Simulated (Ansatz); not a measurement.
Geometry optimisation, RKS PBE0-D4/def2-SVP (Ansatz).

Input:

```yaml
crystal:
  periodic: [false, false, false]
  atoms:
    - { symbol: Mg, position_ang: [-1.032987, 0.443115, -0.833118] }
    - { symbol: H, position_ang: [0.141163, -2.217349, -0.021348] }
    - { symbol: Cl, position_ang: [-2.707808, 0.109723, -2.239229] }
    - { symbol: H, position_ang: [0.33351, -1.56867, 0.176856] }
    - { symbol: C, position_ang: [0.590207, 0.769333, 0.537026] }
    - { symbol: H, position_ang: [0.772951, 1.838474, 0.734612] }
    - { symbol: H, position_ang: [0.377581, 0.28497, 1.504967] }
    - { symbol: H, position_ang: [1.525382, 0.340303, 0.140334] }
basis:
  gaussian: { orbitals: def2-SVP }
hamiltonian:
  xc: pbe0
  dispersion: d4
relax:
  f_tol: 0.03
  max_steps: 50
output:
  orbitals: {}
```

Command:

```bash
$ ansatz run input.yaml --threads 2 --pin off --max-ram 3072MiB --backend cpu --events-out ev --progress --plain --runs-dir out
```

Q: Where does it end, and by what steps?

A: The forces met the threshold. After 9 steps the energy has fallen by 0.193 eV; H2 moved furthest, 0.83 Å.

| step | energy less start (eV) | largest force component (eV/Å) | accepted |
| --- | --- | --- | --- |
| 0 | 0.0000 | 2.337 | yes |
| 1 | -0.1314 | 0.175 | yes |
| 2 | -0.1477 | 0.195 | yes |
| 3 | -0.1545 | 0.201 | yes |
| 4 | -0.1668 | 0.221 | yes |
| 5 | -0.1765 | 0.351 | yes |
| 6 | -0.1851 | 0.312 | yes |
| 7 | -0.1898 | 0.226 | yes |
| 8 | -0.1926 | 0.124 | yes |
| 9 | -0.1932 | 0.012 | yes |

```xyz
8
Properties=species:S:1:pos:R:3
Mg -0.776 0.240 -0.633
H -0.499 -2.268 -0.546
Cl -2.401 -0.358 -2.021
H 0.068 -2.094 -0.063
C 0.685 1.010 0.629
H 0.663 2.112 0.677
H 0.563 0.638 1.660
H 1.697 0.720 0.297
```

Time of the run: 15 s on 2 threads of Arm Neoverse V2 (shared host), peak memory 0.14 GiB.
